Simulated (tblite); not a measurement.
H3O4P.
Numbering: `[O:1]=[P:2]([OH:3])([OH:4])[OH:5]` (hydrogens: H6 on O3; H7 on O4; H8 on O5)

Computed with GFN2-xTB (tblite), gas phase: L-BFGS steps from a force-field or distance-geometry start until the largest atomic force falls under 0.01 eV/Å.

The end geometry, which sets the zero of energy:
```
atom  x, y, z in Å
O1      0.5886   -0.2246    1.6218
P2      0.0090   -0.1059    0.2910
O3     -0.5415    1.3492   -0.0886
O4      1.0360   -0.4315   -0.9011
O5     -1.2315   -1.0293   -0.0250
H6     -0.1616    1.9936    0.5044
H7      1.8752   -0.6829   -0.5216
H8     -1.5651   -0.8591   -0.9054
```

Question: These geometries come from the run, each turned onto the end geometry. Order them by energy, lowest first.
A.
```
atom  x, y, z in Å
O1      0.5706   -0.2514    1.6444
P2      0.0107   -0.1003    0.3089
O3     -0.6168    1.3255   -0.0423
O4      1.0856   -0.2953   -0.8731
O5     -1.1746   -1.0788   -0.0576
H6     -0.1097    2.0034    0.4031
H7      1.8430   -0.7703   -0.5327
H8     -1.5997   -0.8232   -0.8754
```
B.
```
atom  x, y, z in Å
O1      0.5451   -0.6552    1.6785
P2      0.0268   -0.2144    0.3958
O3     -0.4823    1.3126    0.3502
O4      1.0951   -0.2668   -0.8016
O5     -1.1703   -1.0720   -0.1808
H6     -0.1530    1.7888   -0.4124
H7      1.9592   -0.3400   -0.4047
H8     -1.8116   -0.5436   -0.6494
```
C.
```
atom  x, y, z in Å
O1      0.4641   -0.6681    1.6673
P2      0.0200   -0.2408    0.3588
O3     -0.4587    1.3482    0.3669
O4      1.2032   -0.4150   -0.7992
O5     -1.2494   -1.0876   -0.1580
H6     -0.1885    1.9043   -0.3579
H7      2.1062   -0.2698   -0.4865
H8     -1.8879   -0.5617   -0.6158
```
D.
```
atom  x, y, z in Å
O1      0.5507   -0.4306    1.6892
P2     -0.0265   -0.1168    0.3903
O3     -0.6464    1.3399    0.1779
O4      1.0325   -0.1629   -0.8268
O5     -1.2187   -1.0616   -0.0403
H6      0.0580    1.9795    0.0445
H7      1.8070   -0.6449   -0.5351
H8     -1.5475   -0.8931   -0.9243
```
E.
```
atom  x, y, z in Å
O1      0.5806   -0.2508    1.6394
P2      0.0230   -0.1072    0.3007
O3     -0.6133    1.3102   -0.0699
O4      1.1093   -0.2967   -0.8677
O5     -1.1588   -1.0906   -0.0760
H6     -0.1508    1.9998    0.4114
H7      1.8528   -0.7840   -0.5223
H8     -1.6337   -0.7713   -0.8399
```

Answer: A (0.005 eV), E (0.009 eV), D (0.078 eV), B (0.203 eV), C (0.467 eV).

In the order of the answer:

```json
{"step": "79", "E above end (eV)": "0.005", "largest force (eV/Å)": "0.10", "rms force component (eV/Å)": "0.042", "rms distance from end (Å)": "0.089", "rms bond change (Å)": "0.002", "bond most changed (Å)": "P2–O3 -0.005"}
{"step": "73", "E above end (eV)": "0.009", "largest force (eV/Å)": "0.28", "rms force component (eV/Å)": "0.087", "rms distance from end (Å)": "0.101", "rms bond change (Å)": "0.003", "bond most changed (Å)": "O3–H6 +0.005"}
{"step": "59", "E above end (eV)": "0.078", "largest force (eV/Å)": "0.31", "rms force component (eV/Å)": "0.105", "rms distance from end (Å)": "0.247", "rms bond change (Å)": "0.004", "bond most changed (Å)": "P2–O4 +0.007"}
{"step": "11", "E above end (eV)": "0.203", "largest force (eV/Å)": "0.24", "rms force component (eV/Å)": "0.094", "rms distance from end (Å)": "0.465", "rms bond change (Å)": "0.004", "bond most changed (Å)": "P2–O3 +0.009"}
{"step": "2", "E above end (eV)": "0.467", "largest force (eV/Å)": "1.39", "rms force component (eV/Å)": "0.510", "rms distance from end (Å)": "0.470", "rms bond change (Å)": "0.034", "bond most changed (Å)": "P2–O3 +0.058"}
```

What follows is the cost of the whole relaxation. Hardware: one thread, AMD EPYC 9R14 (x86_64) (shared host). Cost: 0.24 s of wall time.
